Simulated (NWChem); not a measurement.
Correlation energy of dimethyl sulfide (C2H6S)

```
S
C 1 1.8032
H 2 1.0992 1 107.02
H 2 1.1012 3 108.49 1 120.59
H 2 1.1012 3 108.49 4 118.81
C 1 1.8032 2 99.78 3 180.00
H 6 1.0992 1 107.02 2 180.00
H 6 1.1012 7 108.49 1 -120.59
H 6 1.1012 7 108.49 8 -118.81
```
Charge 0, spin multiplicity 1.

All runs are NWChem calculations. The geometry was optimised at PBE0/def2-SVP, a minimum by its harmonic frequencies.

Basis set: cc-pVDZ. Each correlation energy counts from its own Hartree-Fock reference.

The correlated methods keep 7 core orbitals frozen. Coupled-cluster values serve here as a point of comparison, not as the truth.

**Question.** One of these methods gave a correlation energy of -477.4 mHa. Which?
(A) CR-CCSD(T)
(B) SCS-MP2
(C) CCSD(T)
(D) CCSD

**Answer.** D, CCSD. The others give -431.9 (SCS-MP2), -487.6 (CR-CCSD(T)), -490.8 (CCSD(T)).
